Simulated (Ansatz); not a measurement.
# AlBH5N (SMILES N[BH][AlH2]): single points off equilibrium

Aim: energy, forces and dipole at a structure displaced at random from a GFN2-xTB minimum, from CCSD(T) and from density functionals.

Program: Ansatz 0.2.0, Gaussian basis. Level of theory: single points in def2-TZVPP. These are calculated values, not measurements.

Correlated methods freeze the cores.

### Step 1. Where the work starts

8 atoms, charge 0, spin multiplicity 1.

Atoms are counted from 1 here; the program's logs count them from 0.

Bond lengths: N1–B2 1.577 Å, N1–H4 1.042 Å, N1–H5 1.158 Å, B2–Al3 2.258 Å, B2–H6 1.076 Å, Al3–H7 1.467 Å, Al3–H8 1.807 Å. Angles: B2–N1–H4 121.1°, B2–N1–H5 126.3°, H4–N1–H5 111.6°, N1–B2–Al3 97.2°, N1–B2–H6 119.0°, Al3–B2–H6 143.4°, B2–Al3–H7 120.3°, B2–Al3–H8 129.7°, H7–Al3–H8 109.3°.

As a file:

```mol
AlBH5N
  3D, bonds by distance, orders not assigned

  8  7  0  0  0  0  0  0  0  0999 V2000
   -1.1032    0.6988   -0.5484 N   0  0
    0.2089    1.0579    0.2496 B   0  0
    1.0459   -1.0358    0.3787 Al  0  0
   -1.3007   -0.2804   -0.8466 H   0  0
   -2.0267    1.3825   -0.6926 H   0  0
    0.3454    2.0657    0.6013 H   0  0
    0.3658   -2.1480   -0.2948 H   0  0
    2.6460   -1.6028    0.9990 H   0  0
  1  2  8  0
  1  4  8  0
  1  5  8  0
  2  3  8  0
  2  6  8  0
  3  7  8  0
  3  8  8  0
M  END
```

### Step 2. CCSD(T)/def2-TZVPP

File run/in.yaml:

```yaml
crystal:
  periodic: [false, false, false]
  atoms:
    - {symbol: N, position_ang: [-1.103200, 0.698800, -0.548400]}
    - {symbol: B, position_ang: [0.208900, 1.057900, 0.249600]}
    - {symbol: Al, position_ang: [1.045900, -1.035800, 0.378700]}
    - {symbol: H, position_ang: [-1.300700, -0.280400, -0.846600]}
    - {symbol: H, position_ang: [-2.026700, 1.382500, -0.692600]}
    - {symbol: H, position_ang: [0.345400, 2.065700, 0.601300]}
    - {symbol: H, position_ang: [0.365800, -2.148000, -0.294800]}
    - {symbol: H, position_ang: [2.646000, -1.602800, 0.999000]}
basis:
  gaussian: {orbitals: def2-TZVPP}
correlation: {method: ccsd_t}
output: {forces: true}
```

The command line of these runs was not kept.

### Step 3. PBE0-D4/def2-TZVPP

run/in.yaml: that of step 2 with these lines changed.

```diff
@@ -13,3 +13,3 @@
   gaussian: {orbitals: def2-TZVPP}
-correlation: {method: ccsd_t}
-output: {forces: true}
+hamiltonian: {xc: pbe0, dispersion: d4}
+output: {forces: true, orbitals: {seedname: orbitals}}
```

### Step 4. wB97M-V/def2-TZVPP

run/in.yaml: that of step 3 with these lines changed.

```diff
@@ -13,3 +13,3 @@
   gaussian: {orbitals: def2-TZVPP}
-hamiltonian: {xc: pbe0, dispersion: d4}
-output: {forces: true, orbitals: {seedname: orbitals}}
+hamiltonian: {xc: {name: wB97M-V}}
+output: {forces: true}
```

### Step 5. r2SCAN-D4/def2-TZVPP

run/in.yaml: that of step 4 with these lines changed.

```diff
@@ -13,3 +13,3 @@
   gaussian: {orbitals: def2-TZVPP}
-hamiltonian: {xc: {name: wB97M-V}}
+hamiltonian: {xc: r2scan, dispersion: d4}
 output: {forces: true}
```

### Step 6. PBE-D4/def2-TZVPP

run/in.yaml: that of step 5 with these lines changed.

```diff
@@ -13,3 +13,3 @@
   gaussian: {orbitals: def2-TZVPP}
-hamiltonian: {xc: r2scan, dispersion: d4}
+hamiltonian: {xc: pbe, dispersion: d4}
 output: {forces: true}
```

### Step 7. LC-wPBE/def2-TZVPP

run/in.yaml: that of step 6 with these lines changed.

```diff
@@ -13,3 +13,3 @@
   gaussian: {orbitals: def2-TZVPP}
-hamiltonian: {xc: pbe, dispersion: d4}
+hamiltonian: {xc: {name: LC-wPBE}}
 output: {forces: true}
```

### Step 8. SPW92/def2-TZVPP

run/in.yaml: that of step 7 with these lines changed.

```diff
@@ -13,3 +13,3 @@
   gaussian: {orbitals: def2-TZVPP}
-hamiltonian: {xc: {name: LC-wPBE}}
+hamiltonian: {xc: lda}
 output: {forces: true}
```

(Steps that only read results are left out.)

Q: Predict the outcome of this session. Wanted: energy less free atoms, CCSD(T)/def2-TZVPP; RMS force component; RMS force error; HOMO and LUMO, PBE0-D4; T1 diagnostic.

**Answer**, as computed:

| quantity | value |
| --- | --- |
| energy less free atoms, CCSD(T)/def2-TZVPP | -23.387 eV |
| RMS force component | 2.227 to 2.373 eV/Å over the methods |
| RMS force error | PBE0-D4 0.096, wB97M-V 0.076, r2SCAN-D4 0.056, PBE-D4 0.156, LC-wPBE 0.138, SPW92 0.273 eV/Å |
| HOMO and LUMO, PBE0-D4 | -7.03 and -2.08 eV |
| T1 diagnostic | 0.018 |

In words: Against CCSD(T) the functionals' energies less atoms differ by -3.890 to -0.521 eV, PBE-D4 by -1.053 eV. CCSD(T) in triple zeta still lacks some correlation energy of the bonds, so part of these gaps is its own basis error and they don't rank the functionals. The forces of r2SCAN-D4 come nearest to CCSD(T), those of SPW92 are farthest. Frozen-core CCSD(T) forces in triple zeta carry basis errors of their own, and this is one geometry, so small gaps rank nothing.
